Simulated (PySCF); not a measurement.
ClNa.

```xyz
2

Na     0.0000     0.0000    -1.4405
Cl     0.0000     0.0000     0.9321
```

Coordinates come from a PBE-D3(BJ)/def2-TZVPD optimisation.

All values below come from PBE/pcSseg-2 (PySCF). Non-relativistic, no solvent.

Computed absolute GIAO shielding of each atom: isotropic value and principal components (ppm):
```json
[
 {"atom": "Na1", "σ(iso)": "570.2", "σ11": "539.6", "σ22": "539.6", "σ33": "631.5", "span": "91.9"},
 {"atom": "Cl2", "σ(iso)": "1096.9", "σ11": "1070.0", "σ22": "1070.0", "σ33": "1150.6", "span": "80.6"}
]
```
